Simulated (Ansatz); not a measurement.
# C3H4FO2 (charge -1), SMILES O=C([O-])CCF: a geometry optimisation

Run with the Python package of Ansatz (0.2.0).

The script, `opt_c3h4fo2.py`:
```python
"""Geometry optimisation of C3H4FO2(-)."""

import itertools

import ansatz as az
from ase.data import atomic_numbers, covalent_radii
import numpy as np

GEOMETRY = """
O     1.60340   -0.27990    1.11890
C     1.43050   -0.05880   -0.11100
O     2.29190    0.05240   -1.02940
C    -0.00590    0.10030   -0.58110
C    -0.97580   -0.04360    0.56210
F    -2.24600    0.10850    0.07990
H    -0.22380   -0.65040   -1.34900
H    -0.12940    1.08270   -1.05070
H    -0.82470    0.72060    1.33090
H    -0.92020   -1.03180    1.02930
"""


def main() -> None:
    molecule = az.Crystal.molecule()
    for line in GEOMETRY.strip().splitlines():
        symbol, *xyz = line.split()
        molecule = molecule.atom(symbol, [float(v) for v in xyz])

    calculation = (
        molecule.calculation()
        .basis(gaussian="cc-pVDZ")
        .functional("b3lyp")
        .charge(-1)
    )
    symbols = [site.symbol for site in molecule.cartesian_sites]
    start = np.array([site.position_ang for site in molecule.cartesian_sites], dtype=float)
    r = calculation.relax(force_tolerance=0.02).run(threads=1).report
    end = np.array(r["positions_ang"])

    print(f"E = {r['free_energy_ev']:.6f} eV = {r['free_energy_ev'] / 27.211386246:.7f} Ha")
    print("converged:", r["converged"], " doubts:", r["published_state_doubts"] or "none")

    # pairs closer than 1.2 times the sum of covalent radii, before or after
    radius = [covalent_radii[atomic_numbers[s]] for s in symbols]
    span = lambda where, i, j: np.linalg.norm(where[i] - where[j])
    bonded = [(i, j) for i, j in itertools.combinations(range(len(symbols)), 2) if min(span(start, i, j), span(end, i, j)) < 1.2 * (radius[i] + radius[j])]
    print("pair        before    after (A)")
    for i, j in bonded:
        print(f"{symbols[i]}{i}-{symbols[j]}{j}".ljust(10), f"{span(start, i, j):8.4f} {span(end, i, j):8.4f}")
    for first, second in list(itertools.combinations(bonded, 2)):
        shared = set(first) & set(second)
        if shared and symbols[(j := shared.pop())] != "H":
            i, k = sorted((set(first) | set(second)) - {j})
            u, v = end[i] - end[j], end[k] - end[j]
            angle = np.degrees(np.arccos(np.clip(u @ v / np.linalg.norm(u) / np.linalg.norm(v), -1, 1)))
            print(f"final angle {symbols[i]}{i}-{symbols[j]}{j}-{symbols[k]}{k}: {angle:.2f} deg")


if __name__ == "__main__":
    main()
```

Output of `python opt_c3h4fo2.py`:
```text
E = -9988.708065 eV = -367.0782508 Ha
converged: True  doubts: none
pair        before    after (A)
O0-C1        1.2615   1.2602
C1-O2        1.2641   1.2496
C1-C3        1.5197   1.5818
C3-C4        1.5061   1.5092
C3-H6        1.0958   1.1056
C3-H7        1.0958   1.1056
C4-F5        1.3671   1.4271
C4-H8        1.0945   1.1015
C4-H9        1.0945   1.1015
final angle O0-C1-O2: 130.15 deg
final angle O0-C1-C3: 114.60 deg
final angle O2-C1-C3: 115.25 deg
final angle C1-C3-C4: 111.90 deg
final angle C1-C3-H6: 108.87 deg
final angle C1-C3-H7: 108.86 deg
final angle C4-C3-H6: 110.39 deg
final angle C4-C3-H7: 110.39 deg
final angle C3-C4-F5: 112.09 deg
final angle C3-C4-H8: 111.06 deg
final angle C3-C4-H9: 111.06 deg
final angle H6-C3-H7: 106.25 deg
final angle F5-C4-H8: 107.39 deg
final angle F5-C4-H9: 107.38 deg
final angle H8-C4-H9: 107.64 deg
```

Caveats:
- Total energies depend on the basis set; only differences at equal settings carry meaning.
- The end point is the stationary point reached from this start; no frequency run checks that it is a minimum, and the basis set is modest.
- b3lyp holds the VWN-RPA fit, as in Gaussian; the form of ORCA and Turbomole is b3lyp5.
- Anions want diffuse functions, which this basis lacks.
- Run time: 47 s on 1 thread of Intel(R) Xeon(R) Platinum 8259CL CPU @ 2.50GHz (Skylake/Cascade Lake) (shared host), peak memory 0.3 GiB.
